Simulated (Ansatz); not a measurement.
Geometry optimisation, RKS B3LYP-D4/def2-SVP in Ansatz 0.2.0.

The input (input.yaml):

```yaml
crystal:
  periodic: [false, false, false]
  atoms:
    - { symbol: Si, position_ang: [0.187484, 0.033592, -0.025115] }
    - { symbol: F, position_ang: [0.333658, -0.105756, 1.576702] }
    - { symbol: H, position_ang: [1.579748, 0.071906, -0.553802] }
    - { symbol: H, position_ang: [-0.491415, 1.302449, -0.389683] }
    - { symbol: H, position_ang: [-0.502875, -1.154527, -0.58739] }
    - { symbol: "N", position_ang: [-2.557892, -0.061766, 1.261205] }
    - { symbol: H, position_ang: [-2.599342, -0.638402, 0.425927] }
    - { symbol: H, position_ang: [-2.42505, 0.908111, 0.988616] }
    - { symbol: H, position_ang: [-1.755416, -0.355609, 1.843742] }
basis:
  gaussian: { orbitals: def2-SVP }
hamiltonian:
  xc: b3lyp
  dispersion: d4
relax:
  f_tol: 0.03
  max_steps: 50
```

Command:

```bash
$ ansatz run input.yaml --threads 1 --pin off --max-ram 2048MiB --backend cpu --events-out ev --progress --plain --runs-dir out
```

Problem. Where does it end, and by what steps?

Solution. The forces met the threshold. After 7 steps the energy has fallen by 0.083 eV; H7 moved furthest, 0.27 Å.

| step | energy less start (eV) | largest force component (eV/Å) | accepted |
| --- | --- | --- | --- |
| 0 | 0.0000 | 0.890 | yes |
| 1 | -0.0754 | 0.308 | yes |
| 2 | -0.0747 | 0.402 | no |
| 3 | -0.0815 | 0.063 | yes |
| 4 | -0.0820 | 0.034 | yes |
| 5 | -0.0824 | 0.127 | yes |
| 6 | -0.0829 | 0.055 | yes |
| 7 | -0.0831 | 0.004 | yes |

```xyz
9
Properties=species:S:1:pos:R:3
Si 0.342 0.039 -0.116
F 0.359 -0.187 1.502
H 1.756 0.058 -0.575
H -0.309 1.339 -0.419
H -0.386 -1.087 -0.755
N -2.731 -0.062 1.391
H -2.742 -0.741 0.630
H -2.650 0.861 0.964
H -1.872 -0.220 1.918
```

Whether the end is a true minimum wasn't checked by a vibrational analysis.

Time of the run: 17 s on 1 thread of Arm Neoverse V2, on a shared host, peak memory 0.13 GiB.
